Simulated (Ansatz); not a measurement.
# B(SiH3)3 (Si₃BH₉): the relaxed shape and its frontier levels

What does B(SiH3)3 (Si₃BH₉) look like as a singlet, and where do its frontier electrons sit?

Program: Ansatz 0.2.0, Gaussian basis. Level of theory: RKS PBE0-D4/def2-TZVP. These are calculated values, not measurements.

The runs, in order: relaxation at r2SCAN-D4/def2-SVP; a search for the lowest solution at PBE0-D4/def2-SVP; a single point at PBE0-D4/def2-TZVP.

**1. Starting geometry**

13 atoms, charge 0, spin multiplicity 1.

Atoms are counted from 1 here; the program's logs count them from 0.

Bond lengths: B1–Si2 1.971 Å, B1–Si6 1.971 Å, B1–Si10 1.972 Å, Si2–H3 1.473 Å, Si2–H4 1.475 Å, Si2–H5 1.475 Å, Si6–H7 1.474 Å, Si6–H8 1.473 Å, Si6–H9 1.475 Å, Si10–H11 1.473 Å, Si10–H12 1.474 Å, Si10–H13 1.475 Å. Angles: Si2–B1–Si6 120.0°, Si2–B1–Si10 119.9°, Si6–B1–Si10 120.1°, B1–Si2–H3 116.8°, B1–Si2–H4 111.8°, B1–Si2–H5 112.3°, H3–Si2–H4 104.8°, H3–Si2–H5 104.7°, H4–Si2–H5 105.5°, B1–Si6–H7 112.9°, B1–Si6–H8 116.8°, B1–Si6–H9 111.2°, H7–Si6–H8 104.7°, H7–Si6–H9 105.5°, H8–Si6–H9 104.9°, B1–Si10–H11 116.7°, B1–Si10–H12 112.7°, B1–Si10–H13 111.5° and more.

The start is a GFN2-xTB geometry.

**2. Relaxation at r2SCAN-D4/def2-SVP**

in.yaml reads:

```yaml
crystal:
  periodic: [false, false, false]
  atoms:
    - {symbol: B, position_ang: [-0.001200, 0.001290, 0.006260]}
    - {symbol: Si, position_ang: [1.969930, 0.025360, -0.011370]}
    - {symbol: H, position_ang: [2.617480, 1.346270, 0.059660]}
    - {symbol: H, position_ang: [2.513900, -0.595910, -1.232990]}
    - {symbol: H, position_ang: [2.548950, -0.736970, 1.110290]}
    - {symbol: Si, position_ang: [-1.008200, 1.695890, 0.013530]}
    - {symbol: H, position_ang: [-0.567570, 2.619480, 1.074990]}
    - {symbol: H, position_ang: [-2.467820, 1.599120, 0.185290]}
    - {symbol: H, position_ang: [-0.822580, 2.432330, -1.250730]}
    - {symbol: Si, position_ang: [-0.962080, -1.720210, 0.004570]}
    - {symbol: H, position_ang: [-0.138500, -2.937820, -0.094670]}
    - {symbol: H, position_ang: [-1.929900, -1.830370, -1.101870]}
    - {symbol: H, position_ang: [-1.752400, -1.898440, 1.237040]}
basis:
  gaussian: {orbitals: def2-SVP}
hamiltonian: {xc: r2scan, dispersion: d4}
scf: {lower_state_search: "off"}
output: {orbitals: {seedname: orbitals}}
relax: {f_tol: 0.02, max_steps: 100}
```

On the command line:

```
> ansatz run in.yaml --threads 2 --pin off --events-out ev --progress --plain --max-ram 20480MiB --backend cpu
```

Further steps of the session: Searching for the lowest solution, PBE0-D4/def2-SVP; Single point, PBE0-D4/def2-TZVP.

Q: Predict the results of all the runs planned. Wanted: point group; commonest bond, hydrogen aside; HOMO, LUMO at PBE0-D4/def2-TZVP; dipole at r2SCAN-D4/def2-SVP.

As calculated:

| quantity | value |
| --- | --- |
| point group | C1 |
| commonest bond, hydrogen aside | B–Si, 3 of mean length 2.009 Å |
| HOMO, LUMO at PBE0-D4/def2-TZVP | -8.04, -3.25 eV |
| dipole at r2SCAN-D4/def2-SVP | 0.01 D |

What this shows: The molecule keeps its bonding pattern by the stored test; the atoms moved 0.05 Å (rms). No usable vibrations, so a minimum isn't proven. The HOMO lies nearest to B1 38 %; Si2 18 % and the LUMO to B1 63 %. The point group is read from a loosely relaxed geometry; soft torsions can leave it below the true symmetry.
